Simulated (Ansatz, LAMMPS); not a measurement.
fcc Al: properties by level of theory

Reference values: lattice constant a 4.018 Å (measured, static lattice: zero-point anharmonic expansion removed; as tabulated in Mejia-Rodriguez and Trickey (2018), arXiv:1807.09216); bulk modulus 80.8 GPa (measured, corrected for temperature and zero-point phonon effects, our sources range from 77.1 to 82.0; as tabulated in Levämäki et al. (2014), arXiv:1402.3671); cohesive energy 3.43 eV/atom (measured, static lattice: zero-point vibration energy added; as tabulated in Mejia-Rodriguez and Trickey (2018), arXiv:1807.09216).

| level (code) | equilibrium lattice constant a (Å) | bulk modulus B0 (GPa) | cohesive energy (eV/atom) |
|---|---|---|---|
| MEAM library.meam-Al (LAMMPS) | 4.050 | 81.5 | 3.58 |
| r²SCAN (Ansatz) | ___ | ___ | 3.59 |
| r²SCAN+rVV10 (Ansatz) | 3.987 | 93.8 | ___ |

Task: What belongs in the gaps?

Result: 
- r²SCAN (Ansatz, a quantum-chemistry and plane-wave program), equilibrium lattice constant a (Å): 3.992
- r²SCAN (Ansatz), bulk modulus B0 (GPa): 92.8
- r²SCAN+rVV10 (Ansatz), cohesive energy (eV/atom): 3.74

Differences from the reference values (errors of the level alone only where the reference is corrected to a static lattice):

| level | lattice constant a (%) | bulk modulus (%) | cohesive energy (eV/atom) |
|---|---|---|---|
| MEAM library.meam-Al | +0.80 | +0.9 | +0.15 |
| r²SCAN | -0.65 | +14.9 | +0.16 |
| r²SCAN+rVV10 | -0.77 | +16.1 | +0.31 |

Nearest: lattice constant a, r²SCAN or MEAM library.meam-Al; bulk modulus, MEAM library.meam-Al; cohesive energy, MEAM library.meam-Al or r²SCAN.

Empirical potentials (MEAM library.meam-Al) are fitted to chosen data: where that held the value shown, agreement is built in, and what lay outside the fit can be far off.

Ansatz's density-functional and Hartree–Fock values are scalar-relativistic unless marked +SOC, with PAW data made under PBE.

Differences are worked out from the printed values.

Free atoms are spin-polarised, in the lowest state found; at levels without +SOC their spin–orbit coupling is left out.

Computed values are for the static lattice.
